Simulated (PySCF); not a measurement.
# C₃H₂S: excited-state relaxation

Programs: PySCF 2.14.0, with routines of our own; each step states its level. All values are computed. Atoms count from 0.

## Step 1: The system as given

6 atoms, charge 0, multiplicity 1; geometry from: GFN2-xTB.

## Step 2: Geometry optimisation at PBE0/def2-TZVP

What the job is given:

```
{"job": {"xc": "PBE0", "basis": "def2-TZVP", "grid": 1, "kind": "geom"}, "charge": 0, "multiplicity": 1}
C      1.542056    -0.199507    -0.060413
C      0.359889     0.031537    -0.006518
C     -1.016107     0.241430     0.049004
S     -2.110732    -0.956426    -0.088169
H      2.575011    -0.382396    -0.105471
H     -1.346995     1.267351     0.189992
```

The run is started by

```bash
$ OMP_NUM_THREADS=1 python excited_run.py task.json out
```

One launch serves the whole session: the jobs run in the order shown.

**Question.** How long does this first job take on 1 thread of Arm Neoverse N1, shared host, and how much memory does it need?

About 44 s, with a peak of 0.48 GiB.
